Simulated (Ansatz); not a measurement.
**HSiGe⁺, triplet in cc-pVTZ: errors against UCCSDT(Q)**

Geometry: that of the HSiGe, doublet, kept fixed.

```yaml
atoms:
  - { symbol: Si, position_ang: [0.0000, 0.0000, 0.2315] }
  - { symbol: Ge, position_ang: [0.0000, 0.0000, -1.9584] }
  - { symbol: H, position_ang: [0.0000, 0.0000, 1.7269] }
```

Basis cc-pVTZ; Ansatz 0.2.0. Correlated methods freeze the noble-gas cores and the filled d shells of p-block atoms, which leaves 8 electrons in 72 orbitals. R marks a restricted (for open shells ROHF) determinant, U an unrestricted one. Active spaces: valence = (8e, 9o) chosen from the atoms' valence shells. No spin–orbit coupling is included, and no scalar relativity.

Full CI isn't at hand for all of this; UCCSDT(Q) serves as the reference, and is uncertain by about the last step of the cluster series. The frozen core follows each run's orbitals, which can shift R against U totals by a few meV for light atoms and by up to 0.1 eV past Ca.

The UHF ⟨S²⟩ is 2.040 and the T1 diagnostic (RCCSD) is 0.0236. The largest doubles amplitude (RCCSD) is 0.080 and the T1 diagnostic (UCCSD) is 0.0256.

| level | E − E(RHF) (eV) |
| --- | --- |
| UHF | -0.1433 |
| UMP2 | -4.0929 |
| UCCSD | -4.9389 |
| UCCSD(T) | -5.1785 |

**Question.** Estimate how far UCCSDT(Q) in cc-pVTZ lies from UCCSD(T). The table doesn't fix it; the size of (T) and the diagnostics are the guide.

**Answer.** UCCSDT(Q) in cc-pVTZ lies 62 meV below UCCSD(T), which is 26 % of the (T) step (-240 meV). The diagnostics give no warning, yet the rest is a sizeable part of (T). The miss exceeds 1 kcal/mol.

The other levels:

| level | E − E(UCCSDT(Q)) (meV) | share of correlation (%) | wall time |
| --- | --- | --- | --- |
| UCCSDT | 16 | 99.70 | – |

The correlation energy at UCCSDT(Q), counted from RHF, is -5.241 eV. That run took 12 s on 2 threads of AMD EPYC 7R13 with a shared H100 80 GB, shared host.

Run but not shown, since their state or frozen core can't be matched to the reference's or they repeat it: RHF, RMP2, RCCSD, RCCSD(T), BCCD(T), RCCSDT, RCCSDT(Q), CASSCF (valence space), NEVPT2 (valence space), MRCISD (valence space), MRCISD+Q (valence space).

Times hold each run's SCF and search for its determinant on a shared host, so for small cases they say little of a method's own cost; they ran on 1 thread of AMD EPYC 7R13.

Natural occupations of CASSCF (valence space) about the gap: 1.977 1.968 1.916 0.988 0.988 0.058 0.043 0.043 0.016; effectively unpaired electrons, Σ n²(2−n)², 2.06.
